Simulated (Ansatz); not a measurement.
**Na: which structure is lowest?**

Method: DFT, BLYP, plane waves (420 eV) with PAW, scalar-relativistic in Ansatz 0.2.0. (PAW data from PBE, frozen cores regenerated.)

Each structure is relaxed within its own symmetry, so a high-lying one may be dynamically unstable.

```json
{"structure": "hcp", "ΔE (meV/atom)": "-2", "V (Å³/atom)": "37.47", "cell": "a = 3.758 Å, c = 6.129 Å (c/a = 1.631)", "magnetic state": "spin not included"}
{"structure": "fcc", "ΔE (meV/atom)": "-1", "V (Å³/atom)": "37.42", "cell": "a = 5.309 Å", "magnetic state": "spin not included"}
{"structure": "dhcp", "ΔE (meV/atom)": "0", "V (Å³/atom)": "37.39", "cell": "a = 3.762 Å, c = 12.199 Å (c/a = 3.243)", "magnetic state": "spin not included"}
{"structure": "bcc", "ΔE (meV/atom)": "0", "V (Å³/atom)": "37.25", "cell": "a = 4.208 Å", "magnetic state": "spin not included"}
{"structure": "omega (AlB2-type)", "ΔE (meV/atom)": "9", "V (Å³/atom)": "37.72", "cell": "a = 6.036 Å, c = 3.586 Å (c/a = 0.594)", "magnetic state": "spin not included"}
{"structure": "A15", "ΔE (meV/atom)": "11", "V (Å³/atom)": "37.71", "cell": "a = 6.707 Å", "magnetic state": "spin not included"}
{"structure": "simple cubic", "ΔE (meV/atom)": "101", "V (Å³/atom)": "41.53", "cell": "a = 3.463 Å", "magnetic state": "spin not included"}
{"structure": "diamond", "ΔE (meV/atom)": "216", "V (Å³/atom)": "62.10", "cell": "a = 7.920 Å", "magnetic state": "spin not included"}
```

ΔE counts from bcc.

BLYP puts hcp 2 meV/atom below bcc, the structure of the real element at low temperature or room conditions.

Differences under about 8 meV lie within the error of the k-point mesh.
